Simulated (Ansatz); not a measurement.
BOF (fluoro(oxo)borane): the energy, rung by rung

BOF: 3 atoms, total charge 0, spin state singlet. As SMILES, `O=BF`. The coordinates come from a PBE0-D4/def2-TZVP relaxation.

| atom | x (Å) | y (Å) | z (Å) |
| --- | --- | --- | --- |
| O | 0.9831 | -0.5651 | 0.4799 |
| B | 0.0203 | -0.0116 | 0.0099 |
| F | -1.0034 | 0.5768 | -0.4898 |

Quantity: the energy change with the O1–B2 bond stretched from 1.206 to 1.507 Å, in eV. The values are calculated.

```json
{"level": "revPBE/STO-3G (restricted)", "kind": "GGA", "program": "Ansatz", "value (eV)": "1.73", "less FCI/STO-3G": "-0.32", "CPU time (all runs)": "0.81 s"}
{"level": "BHLYP/STO-3G (restricted)", "kind": "global hybrid", "program": "Ansatz", "value (eV)": "2.66", "less FCI/STO-3G": "+0.61", "CPU time (all runs)": "0.77 s"}
{"level": "r2SCAN0/STO-3G (restricted)", "kind": "hybrid meta-GGA", "program": "Ansatz", "value (eV)": "2.44", "less FCI/STO-3G": "+0.39", "CPU time (all runs)": "2 s"}
{"level": "wB97M-V/STO-3G (restricted)", "kind": "range-separated hybrid", "program": "Ansatz", "value (eV)": "2.36", "less FCI/STO-3G": "+0.31", "CPU time (all runs)": "9.2 s"}
{"level": "wB97X/STO-3G (restricted)", "kind": "range-separated hybrid", "program": "Ansatz", "value (eV)": "2.36", "less FCI/STO-3G": "+0.31", "CPU time (all runs)": "3.4 s"}
{"level": "B2PLYP/STO-3G (restricted)", "kind": "double hybrid", "program": "Ansatz", "value (eV)": "2.07", "less FCI/STO-3G": "+0.02", "CPU time (all runs)": "1.2 s"}
{"level": "MP2/STO-3G (restricted)", "kind": "perturbation theory", "program": "Ansatz", "value (eV)": "2.41", "less FCI/STO-3G": "+0.36", "CPU time (all runs)": "0.12 s"}
{"level": "CCSD/STO-3G (restricted)", "kind": "coupled cluster or CI", "program": "Ansatz", "value (eV)": "2.42", "less FCI/STO-3G": "+0.37", "CPU time (all runs)": "0.27 s"}
{"level": "FCI/STO-3G", "kind": "exact in the basis", "program": "Ansatz", "value (eV)": "2.05", "less FCI/STO-3G": "0.00", "CPU time (all runs)": "1.2 s"}
```

FCI/STO-3G is exact within its basis and frozen core, so for wave-function methods in that basis the difference is their error; functionals converge differently with the basis, so for them it is only a difference. The first shape isn't each level's own minimum. The values span 1.73 to 2.66 eV. All rows use very small basis sets, so even the best lies far from the true value. Times are those of the runs behind each value, whatever else they computed, on shared processors of several kinds: orders of magnitude only.
